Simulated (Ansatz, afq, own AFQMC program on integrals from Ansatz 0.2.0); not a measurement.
**AlH3, singlet: AFQMC among the cluster methods**

```xyz
4

Al    0.0000    0.0000    0.0000
H     2.7259    0.0259   -0.0001
H    -1.3854    2.3478   -0.0048
H    -1.3406   -2.3737    0.0049
```

Basis cc-pVDZ. Only valence electrons are correlated. Ansatz 0.2.0 and our own AFQMC program on the same integrals; the CISD trial comes from CCSD amplitudes, and released means the phaseless constraint is let go. ± is one standard error of the sampling.

Determinant: UHF, the one that the program's search chose, which needn't be the lowest solution. The geometry is a point of a scan.

Full CI on the same integrals is exact in this basis and with this determinant's frozen core.

Cautions: strong correlation (T1 0.108, weight of the determinant 0.69, largest double 0.16); unrestricted determinant spin contaminated (⟨S²⟩ 1.56 against 0.00); CCSD(T) is in doubt: in a space of 6 electrons in 8 natural orbitals full CI lies 272 meV below it; the released energies are still falling, so no released level is given (meV from the phaseless value at times in 1/Eh: -12 ± 4 at 0.24, -23 ± 4 at 0.51, -36 ± 4 at 0.99, -49 ± 4 at 1.62, -60 ± 5 at 2.40).

```
T1 diagnostic                               : 0.1078
weight of the determinant in the CISD state : 0.692
⟨S²⟩ of the determinant                     : 1.564
size of the correlated space                : 6 electrons in 28 orbitals
```

```json
{"level": "MP2", "correlation energy (eV)": "-1.0690"}
{"level": "CCSD", "correlation energy (eV)": "-2.1295"}
{"level": "CCSD(T)", "correlation energy (eV)": "-2.2489"}
```

Estimate where full CI lies against CCSD(T) on the same integrals.

32.0 kJ/mol below CCSD(T).

Reference: full CI, correlation energy -2.581 eV. The cautions show a poor starting determinant, so the rows tell how each method copes with it here, and full CI is the sure value.

| level | E − E(reference) (kJ/mol) | share of correlation (%) |
| --- | --- | --- |
| CCSD(T) | 32.0 | 87.15 |
| CCSDT | 8.5 | 96.58 |
| CCSDT(Q) | 2.6 | 98.96 |
| CCSDTQ | 0.0 | 100.01 |
| ph-AFQMC/CISD | 11.5 ± 0.4 | 95.38 |

CCSDT and higher add their correlation energy to the determinant of the CCSD(T) run, since their own runs factorise the integrals more tightly (a shift of under 2 meV).
